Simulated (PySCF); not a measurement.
A structure optimised at r2SCAN-D4/def2-TZVP, used in a PySCF frequency run:

```
C
F 1 1.3870
H 1 1.0922 2 108.83
H 1 1.0922 3 110.10 2 -119.21
H 1 1.0922 3 110.10 4 -121.58
```

**Question.** Write its SMILES, formula and point group.

**Answer.** CF, CH3F, C3v

**Question.** What are its rotational constants (standard atomic weights)?

**Answer.** 156.40, 25.581, 25.581 GHz
